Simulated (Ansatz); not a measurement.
sulfur dioxide (SMILES O=S=O) moved off its minimum; all values from Ansatz (a program for electronic structure), cores frozen in correlated methods.
(charge 0, multiplicity 1)
```xyz
3

O     -1.1331     0.4109    -0.0515
S      0.0594    -0.4595    -0.0204
O      1.2673     0.1920     0.0052
```

**Question.** Give the forces (eV/Å), the total energy and the dipole at CCSD(T)/aug-cc-pV(T+d)Z.

**Answer.** 
```csv
atom,Fx,Fy,Fz
O1,1.119,-1.464,0.032
S2,-6.453,-0.775,-0.147
O3,5.334,2.239,0.115
```
Energy -547.9973 hartree, dipole 1.85 D.
